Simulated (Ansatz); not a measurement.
CH4BCl, closed shell: at a first-order saddle point.

Input (in.yaml):

```yaml
crystal:
  periodic: [false, false, false]
  atoms:
    - {symbol: B, position_ang: [-0.044946, 0.549188, -0.310863]}
    - {symbol: H, position_ang: [-0.962024, -1.062992, -0.787165]}
    - {symbol: C, position_ang: [0.440447, 0.135632, 0.925770]}
    - {symbol: H, position_ang: [-0.277373, -1.180459, -1.106149]}
    - {symbol: Cl, position_ang: [-0.452207, 1.578116, -1.607675]}
    - {symbol: H, position_ang: [0.426075, -0.885141, 1.280790]}
    - {symbol: H, position_ang: [0.870129, 0.865756, 1.605293]}
basis:
  gaussian: {orbitals: def2-TZVPP}
hamiltonian: {xc: pbe0, dispersion: d4}
output: {orbitals: {seedname: orbitals}}
```

Run by:

```bash
ansatz run in.yaml --threads 2 --pin off --events-out ev --progress --plain --max-ram 4352MiB
```

Output of Ansatz 0.2.0:

```
Functional definition: PBE0
  name "PBE0"
  cite "Adamo & Barone, J. Chem. Phys. 110, 6158 (1999) doi:10.1063/1.478522"
  cite "Perdew, Burke & Ernzerhof, Phys. Rev. Lett. 77, 3865 (1996) doi:10.1103/PhysRevLett.77.3865"
  parent pbe
  parameter a = 0.25
  parameter kappa = 0.804
  parameter beta = 0.06672455060314922
  exchange = (1 - a)*pbe_x(kappa = kappa, mu = beta*pi^2/3) + a*exact_x
  correlation = pbe_c(beta = beta)
910 factors; their error is unknown
mean field evaluation 1: about -14285.9319 eV, gradient 5.7e1 eV
mean field evaluation 2: about -14274.9029 eV, gradient 7.7e1 eV
mean field evaluation 4: about -14293.9772 eV, gradient 4.9e0 eV
mean field evaluation 8: about -14294.0716 eV, gradient 3.0e-1 eV
mean field -14294.07172357 eV, -525.2974469715 hartree, gradient 8.8e-5 eV, S^2 0.000000; 0 other end points of the search recorded, 0 dependent functions left out
reference -14294.07175086 eV, -525.2974479743 hartree; 16, 16 occupied and 144, 144 virtual orbitals, 910 factors
Total energy: -14294.16760511 eV, -525.3009705530 hartree
```

Hardware: 2 CPU threads of an Arm Neoverse V1, shared host. Wall time about 2.5 s.
